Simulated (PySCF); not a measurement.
**SiH₂ + 2 Cl₂ → SiCl₂ + 2 HCl**

Level: PBE0 in the def2-TZVP basis family, all electrons, no relativity, computed in PySCF with density fitting; open shells unrestricted.

| species | state and structure | E (Eh) | ZPE (kJ/mol) | H(298 K) − H(0) (kJ/mol) | S° (J/(mol K)) |
| --- | --- | --- | --- | --- | --- |
| SiH₂ | singlet, C2v, Si–H 1.526 Å (×2); H–Si–H 91.1° | -290.48614 | 30.6 | 10.0 | 207.5 |
| Cl₂ | singlet, D∞h, Cl–Cl 1.982 Å | -920.08940 | 3.5 | 9.1 | 222.5 |
| SiCl₂ | singlet, C2v, Si–Cl 2.078 Å (×2); Cl–Si–Cl 101.4° | -1209.57210 | 7.4 | 12.5 | 281.6 |
| HCl | singlet, C∞v, H–Cl 1.279 Å | -460.66440 | 17.9 | 8.7 | 186.6 |

(1) What is the electronic reaction energy?

(2) Add zero-point, thermal and entropy terms for 298.15 K and 1 bar.

Results:

(1) At PBE0/def2-TZVP, ΔE = -619.5 kJ/mol from the differences of the total energies times 2625.5, downhill. 

(2) ΔZPE = 5.6 and Δ[H(298) − H(0)] = 1.7 kJ/mol give ΔH° = -612.2 kJ/mol. ΔS° = 2.3 J/(mol K), so ΔG° = -612.2 − 298.15 × (0.0023) = -613 kJ/mol.

Each species is the lowest minimum found with this bonding; other isomers or fragments can lie lower.
